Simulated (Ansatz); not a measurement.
Relaxation of C4H5Cl (10 atoms, charge 0, multiplicity 1), to a largest force component of 0.02 eV/Å in at most 50 steps.

Method: Ansatz 0.2.0, RKS LDA/def2-SVP.

```xyz
10
Properties=species:S:1:pos:R:3:forces:R:3
C 0.164 1.029 1.852 -3.05 1.92 -1.12
C -0.189 0.282 0.855 0.03 -0.87 -0.59
C -0.519 -0.510 -0.142 3.36 2.56 -0.69
C 0.206 -0.455 -1.490 -3.98 -1.91 0.95
Cl 0.830 -2.058 -1.902 0.22 -0.01 -0.07
H 0.992 0.904 2.449 2.44 -0.74 1.91
H -0.485 1.927 2.084 0.59 -0.36 -0.21
H -1.227 -1.234 0.024 -2.20 -2.50 0.29
H -0.622 -0.215 -2.198 0.41 -0.02 -0.42
H 0.934 0.280 -1.528 2.18 1.92 -0.05
```

Task: Where does it end, and by what steps?

Result: It converged. After 8 steps the energy has fallen by 0.531 eV; H7 moved furthest, 0.19 Å.

```
step  energy less start (eV)  largest force component (eV/Å)  accepted
   0                  0.0000                           3.980       yes
   1                 -0.4703                           1.074       yes
   2                 -0.4127                           1.386        no
   3                 -0.5147                           0.289       yes
   4                 -0.5163                           0.276       yes
   5                 -0.5244                           0.262       yes
   6                 -0.5307                           0.041       yes
   7                 -0.5310                           0.030       yes
   8                 -0.5311                           0.020       yes
```

```xyz
10
Properties=species:S:1:pos:R:3
C 0.153 1.066 1.847
C -0.176 0.268 0.864
C -0.502 -0.527 -0.131
C 0.122 -0.456 -1.475
Cl 0.930 -2.001 -1.894
H 0.952 0.795 2.562
H -0.358 2.035 2.001
H -1.281 -1.301 0.021
H -0.639 -0.280 -2.265
H 0.882 0.351 -1.527
```

The run took 8.9 s on 2 threads of Arm Neoverse V2, with other jobs on the host, peak memory 0.13 GiB.
